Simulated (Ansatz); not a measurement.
[GeH₃···H···SiH₃], doublet along the distance Ge1-H5

Starting geometry:

```json
{"atom": "Ge", "x (Å)": "-1.1057", "y (Å)": "0.0000", "z (Å)": "0.0000"}
{"atom": "H", "x (Å)": "-1.6171", "y (Å)": "1.4466", "z (Å)": "0.0000"}
{"atom": "H", "x (Å)": "-1.6171", "y (Å)": "-0.7233", "z (Å)": "1.2528"}
{"atom": "H", "x (Å)": "-1.6171", "y (Å)": "-0.7233", "z (Å)": "-1.2528"}
{"atom": "H", "x (Å)": "0.4287", "y (Å)": "0.0000", "z (Å)": "0.0000"}
{"atom": "Si", "x (Å)": "2.6813", "y (Å)": "0.0000", "z (Å)": "0.0000"}
{"atom": "H", "x (Å)": "3.1313", "y (Å)": "-1.4163", "z (Å)": "0.0000"}
{"atom": "H", "x (Å)": "3.1313", "y (Å)": "0.7081", "z (Å)": "-1.2265"}
{"atom": "H", "x (Å)": "3.1313", "y (Å)": "0.7081", "z (Å)": "1.2265"}
```

From there H5 is moved from one fragment to the other while all else, the fragments' distance too, stays fixed, so the hump isn't the reaction's barrier; atoms are numbered as listed. Energies are in eV, counted from the starting geometry at the same level. Kohn–Sham curves are unrestricted where that lies lower.

Basis cc-pVDZ; Ansatz 0.2.0. Only valence electrons are correlated (noble-gas cores and the filled d shells of p-block atoms frozen). Prefix R: restricted or restricted open-shell reference; prefix U: unrestricted. No spin–orbit coupling is included, and no scalar relativity.

In so small a basis the reference is far from its limit while semilocal and hybrid functionals are nearer theirs (RPA and double hybrids share much of the reference's basis error), so the functionals' errors here hold much of the reference's basis and frozen-core error, which can add to them or hide them.

Full CI isn't at hand for all of this; UCCSDT(Q) serves as the reference, and is uncertain by about the last step of the cluster series.

```json
{"distance Ge1-H5 (Å)": "1.534", "UCCSDT(Q)": "0.000", "PBE": "0.000", "r2SCAN": "0.000", "PBE0": "0.000", "B3LYP": "0.000", "CAM-B3LYP": "0.000", "wB97M-V": "0.000", "B2PLYP": "0.000", "PBE-QIDH": "0.000", "RPA-PBE": "0.000"}
{"distance Ge1-H5 (Å)": "1.650", "UCCSDT(Q)": "0.041", "PBE": "-0.036", "r2SCAN": "0.001", "PBE0": "0.000", "B3LYP": "-0.003", "CAM-B3LYP": "0.024", "wB97M-V": "0.027", "B2PLYP": "0.023", "PBE-QIDH": "0.040", "RPA-PBE": "0.032"}
{"distance Ge1-H5 (Å)": "1.883", "UCCSDT(Q)": "0.178", "PBE": "-0.002", "r2SCAN": "0.077", "PBE0": "0.084", "B3LYP": "0.065", "CAM-B3LYP": "0.132", "wB97M-V": "0.128", "B2PLYP": "0.129", "PBE-QIDH": "0.179", "RPA-PBE": "0.148"}
{"distance Ge1-H5 (Å)": "2.115", "UCCSDT(Q)": "-0.049", "PBE": "-0.120", "r2SCAN": "-0.074", "PBE0": "-0.072", "B3LYP": "-0.107", "CAM-B3LYP": "-0.066", "wB97M-V": "-0.114", "B2PLYP": "-0.074", "PBE-QIDH": "-0.031", "RPA-PBE": "-0.068"}
{"distance Ge1-H5 (Å)": "2.347", "UCCSDT(Q)": "-0.199", "PBE": "-0.084", "r2SCAN": "-0.101", "PBE0": "-0.105", "B3LYP": "-0.162", "CAM-B3LYP": "-0.160", "wB97M-V": "-0.241", "B2PLYP": "-0.182", "PBE-QIDH": "-0.154", "RPA-PBE": "-0.213"}
```

(1) Judged by the spread of the error over the points with a reference (largest less smallest), which of these follows UCCSDT(Q) best and which worst?

Answers

(1) Subtracting the UCCSDT(Q) column from each: best RPA-PBE (errors from -0.031 to 0.000, spread 0.031 eV), worst PBE (from -0.180 to 0.115, spread 0.295 eV). Functionals and wave-function methods converge differently with the basis, so part of this is basis effect.
